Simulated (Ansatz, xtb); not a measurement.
## C4H5FO: which of two isomers lies lower

We compare a, `O=C[C@@H]1C[C@@H]1F`, a singlet, with b, `O=C[C@@H]1C[C@H]1F`, a singlet. Both are isolated molecules in the gas phase, relaxed with B3LYP/def2-SVP; the shapes shown needn't be the lowest conformers.

a (Å):

```xyz
11

C     1.0027   -0.2975   -0.8546
C     0.0730    0.6947   -0.2490
C    -0.7168    1.6170   -1.1899
C     0.3796    2.1718   -0.3697
F     1.5309    2.5366   -1.0032
O     1.2210   -1.3872   -0.3854
H     1.4959    0.0371   -1.8035
H    -0.4055    0.3488    0.6718
H    -1.7547    1.8449   -0.9342
H    -0.5143    1.5030   -2.2597
H     0.1661    2.8155    0.4903
```

b (Å):

```yaml
atoms:
  - { symbol: C, position_ang: [0.8918, 1.1241, -1.8242] }
  - { symbol: C, position_ang: [-0.0296, 0.7384, -0.7254] }
  - { symbol: C, position_ang: [-1.4616, 1.2856, -0.7498] }
  - { symbol: C, position_ang: [-0.4946, 1.8417, 0.2126] }
  - { symbol: F, position_ang: [-0.6258, 1.5206, 1.5262] }
  - { symbol: O, position_ang: [0.7813, 2.1463, -2.4628] }
  - { symbol: H, position_ang: [1.7261, 0.4051, -2.0274] }
  - { symbol: H, position_ang: [0.1261, -0.2394, -0.2615] }
  - { symbol: H, position_ang: [-2.2378, 0.6252, -0.3556] }
  - { symbol: H, position_ang: [-1.7256, 1.8949, -1.6187] }
  - { symbol: H, position_ang: [-0.0795, 2.8439, 0.0587] }
```

Which of the two would you expect CCSD(T)/def2-SVP + ΔMP2/def2-TZVPP electronic energies to favour?

CCSD(T)/def2-SVP + ΔMP2/def2-TZVPP gives E(b) − E(a) = −1.65 kcal/mol, slightly favouring structure b, which is too small a margin to settle the true order.

Level by level:

```json
{"level": "GFN2-xTB", "geometry": "GFN2-xTB", "E(b) − E(a) (kcal/mol)": "−0.78", "departure from the last row (kcal/mol)": "+0.87", "job, with rough time for the two": "optimisation, 0.13 s"}
{"level": "HF/STO-3G", "geometry": "GFN2-xTB", "E(b) − E(a) (kcal/mol)": "+0.02", "departure from the last row (kcal/mol)": "+1.67", "job, with rough time for the two": "single point, 0.32 s"}
{"level": "r2SCAN-D4/def2-SVP", "geometry": "GFN2-xTB", "E(b) − E(a) (kcal/mol)": "−1.81", "departure from the last row (kcal/mol)": "−0.16", "job, with rough time for the two": "single point, 4.2 s"}
{"level": "B3LYP/def2-SVP", "geometry": "B3LYP/def2-SVP", "E(b) − E(a) (kcal/mol)": "−1.64", "departure from the last row (kcal/mol)": "+0.01", "job, with rough time for the two": "optimisation, 35 s"}
{"level": "HF/def2-SVP", "geometry": "B3LYP/def2-SVP", "E(b) − E(a) (kcal/mol)": "−1.18", "departure from the last row (kcal/mol)": "+0.47", "job, with rough time for the two": "part of the CCSD(T) run"}
{"level": "MP2/def2-SVP", "geometry": "B3LYP/def2-SVP", "E(b) − E(a) (kcal/mol)": "−1.83", "departure from the last row (kcal/mol)": "−0.18", "job, with rough time for the two": "part of the CCSD(T) run"}
{"level": "CCSD(T)/def2-SVP", "geometry": "B3LYP/def2-SVP", "E(b) − E(a) (kcal/mol)": "−1.57", "departure from the last row (kcal/mol)": "+0.08", "job, with rough time for the two": "single point"}
{"level": "CCSD(T)/def2-SVP + ΔMP2/def2-TZVPP", "geometry": "B3LYP/def2-SVP", "E(b) − E(a) (kcal/mol)": "−1.65", "departure from the last row (kcal/mol)": "", "job, with rough time for the two": "single point, 45 s"}
```

As drawn, both hold the same kinds of bond in the same numbers.

HF/STO-3G finds them nearly level. The largest departure from CCSD(T)/def2-SVP + ΔMP2/def2-TZVPP is that of HF/STO-3G, 1.67 kcal/mol. The last row adds to CCSD(T) the change of the MP2 difference between the two basis sets, here −0.08 kcal/mol.

With harmonic frequencies from B3LYP/def2-SVP (ideal gas, rigid rotor, one conformer each, 298.15 K, 1 atm): on the last row, ΔE + ΔZPE = −1.67, ΔH = −1.65, ΔG = −1.68 kcal/mol.

The correlated steps freeze 6 core orbitals. Run with Ansatz 0.2.0, xtb 6.7.1; the last row on 2 threads of Arm Neoverse V1 on a shared host.
